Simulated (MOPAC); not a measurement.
MOPAC input (PM6):

```
PM6 PRECISE GNORM=0.05 LET XYZ GEO-OK AUX(PRECISION=9) THREADS=1
C3H9N

N     0.00263079 1    0.00150205 1    0.36900491 1
C     0.00339631 1    1.38522928 1   -0.06543536 1
C     1.19749666 1   -0.69632477 1   -0.06547556 1
C    -1.20217131 1   -0.68963439 1   -0.04839455 1
H    -0.00415039 1    1.48850833 1   -1.16610490 1
H     0.89147566 1    1.89250279 1    0.31476132 1
H    -0.87633860 1    1.89743154 1    0.32734475 1
H     1.28282323 1   -0.75494226 1   -1.16614821 1
H     1.19556909 1   -1.71431502 1    0.32727501 1
H     2.08370014 1   -0.18578123 1    0.31472119 1
H    -1.30348316 1   -0.74773152 1   -1.14773870 1
H    -2.08001233 1   -0.17417261 1    0.34435879 1
H    -1.20032911 1   -1.70763515 1    0.34432918 1
```

### Question
What heat of formation does the run end on?

### Answer
-4.44 kcal/mol.
